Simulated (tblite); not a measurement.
Give a GFN2-xTB geometry of `CC[CH]CCS` [radical]. (Doublet state.)

```
atom  x, y, z in Å
C1    -2.7181    0.1230   -0.1939
C2    -1.3564   -0.1756    0.4246
C3    -0.2548    0.5607   -0.2346
C4     1.0999    0.6162    0.3477
C5     1.9764   -0.5082   -0.2359
S6     3.6968   -0.4489    0.3734
H7    -2.7253   -0.1502   -1.2464
H8    -2.9468    1.1829   -0.1130
H9    -3.4991   -0.4390    0.3126
H10   -1.3723    0.0652    1.4944
H11   -1.1757   -1.2619    0.3643
H12   -0.3894    0.8916   -1.2502
H13    1.5865    1.5682    0.1164
H14    1.0588    0.4991    1.4342
H15    2.0568   -0.4095   -1.3177
H16    1.5652   -1.4886    0.0035
H17    3.3904   -0.6130    1.6591
```

Any rigid rotation of these coordinates is as good. Atoms count from 1 in this order. Of the pairs four or more bonds apart, H10···H14 is among the closest relative to their van der Waals radii: 2.47 Å, 103 % of the sum of Bondi's values. The 4 C–C bonds span 1.476 Å (C3–C4, drawn single) to 1.540 Å (C4–C5, drawn single), a spread of 0.064 Å. C3 (carbon bonded to 2 C and H) is almost planar (angles 121.8°, 118.7° and 118.4°, sum 358.8°, 0.08 Å off the plane of its three neighbours).

Bonds between heavy atoms (Å): C1–C2 1.525, C2–C3 1.480, C3–C4 1.476, C4–C5 1.540, C5–S6 1.826.

Structure optimised with GFN2-xTB, isolated species. This method treats the open shell by occupation alone, without spin polarisation.

Point group: C1 (no symmetry element, even within 0.4 Å). Its lowest GFN2-xTB frequency is 9i cm⁻¹, too small to tell a flat minimum from a shallow saddle. Torsions: C1–C2–C3–C4 169°, C2–C3–C4–C5 93°, C3–C4–C5–S6 177°, C4–C5–S6–H 61°.

One conformer stands for the species.

All values are computed, not measured.
